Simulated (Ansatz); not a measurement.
**hcp Ru**

All values below come from PBE-D4 in Ansatz (PAW).

Run with plane-wave cutoff 520 eV, 24×24×14 k mesh (along the axes of the cell as run), Fermi–Dirac smearing 0.05 eV, no spin polarisation, scalar-relativistic PAW data made under PBE.

Cell: relaxed at this level.

```json
{
  "volume_per_atom": "13.52 Å³/atom",
  "bulk modulus B0": "329 GPa",
  "lattice_constant_a": "2.705 Å",
  "c axis length": "4.268 Å",
  "band_gap": "none",
  "pressure derivative B′ of the bulk modulus": "4.8"
}
```

Measured, for comparison: bulk modulus 318 GPa (zero-point energy and finite temperature contributions removed, our sources range from 318 to 336; as tabulated in doi:10.1021/acs.jctc.3c00612); lattice constant a 2.706 Å (293 K, no zero-point or thermal correction, our sources range from 2.700 to 2.706; as tabulated in Wikipedia's data pages); lattice parameter c 4.282 Å (293 K, no zero-point or thermal correction; as tabulated in Wikipedia's data pages). Computed (rounded) less measured: bulk modulus +3 % (inside the range of the sources held), lattice constant a 0.0 % (inside the range of the sources held), lattice parameter c -0.3 %. A static lattice is as a rule a little smaller and stiffer than an uncorrected measurement, which narrows the difference in the lattice parameter c and would widen misses of the other sign.

Note: the bulk modulus comes from volumes at which shape and atoms were relaxed.

Spin–orbit coupling is not included.

Computed values are for the static lattice.

The result took about 5 core-minutes (a rough figure).

Ansatz is a program for electronic structure.
